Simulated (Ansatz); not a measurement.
`CC(F)(F)Cl` + H₂ → `CC(F)Cl` + H–F at 298.15 K and 1 bar (hydrogenolysis of a C–F bond).

Calculated with Ansatz (gas phase, PBE0-D4/def2-TZVP geometries, no zero-point term in ΔE). CCSD(T)/CBS adds triple-zeta CCSD(T) − MP2 to the extrapolated MP2 energy (def2 sets, frozen cores). This one scheme is used for every species.

```json
{"species": "`CC(F)(F)Cl`", "CCSD(T)/CBS energy (Eh)": "-737.27590", "H − E (kJ/mol)": "149.2", "S (J/(mol·K))": "306.7"}
{"species": "H₂", "CCSD(T)/CBS energy (Eh)": "-1.17544", "H − E (kJ/mol)": "35.1", "S (J/(mol·K))": "130.4"}
{"species": "`CC(F)Cl`", "CCSD(T)/CBS energy (Eh)": "-638.08166", "H − E (kJ/mol)": "169.4", "S (J/(mol·K))": "292.4"}
{"species": "H–F", "CCSD(T)/CBS energy (Eh)": "-100.39570", "H − E (kJ/mol)": "33.5", "S (J/(mol·K))": "173.6"}
```

H − E and S are ideal-gas, rigid-rotor, harmonic terms from PBE0-D4/def2-TZVP, for one conformer and one mirror image of each species. The MP2-based limit puts H₂ 0.8 mEh under its directly extrapolated value; such offsets cancel only in part. 1 Eh = 2625.50 kJ/mol, R = 8.31446 J/(mol·K).

Problem. By hand: ΔE, ΔH, ΔS and ΔG.

Solution. ΔE = (-638.08166) + (-100.39570) − (-737.27590) − (-1.17544) = -0.02602 Eh = -68.3 kJ/mol. Δ(H − E) = 169.4 + 33.5 − 149.2 − 35.1 = 18.6, so ΔH = -49.7 kJ/mol. ΔS = 292.4 + 173.6 − 306.7 − 130.4 = 28.9 J/(mol·K). ΔG = -49.7 − 298.15 × (28.9)/1000 = -58.3 kJ/mol.

Problem. By hand: the equilibrium constant, and the temperature at which ΔG would vanish if ΔH and ΔS stayed fixed.

Solution. log₁₀ K = −ΔG/(RT ln 10) = 10.2. ΔH and −TΔS have one sign here, so there is no such temperature.

ΔH outweighs TΔS. A doubt of 5 kJ/mol in ΔE shifts log₁₀ K by 0.9 here. Other conformers and mirror images would add mixing entropy, several J/(mol·K) or more a flexible species. These are equilibria of isolated gas molecules and say nothing of rates. Largest T1 diagnostic: 0.011 (customary marks: 0.02 for closed shells, 0.045 for open ones).
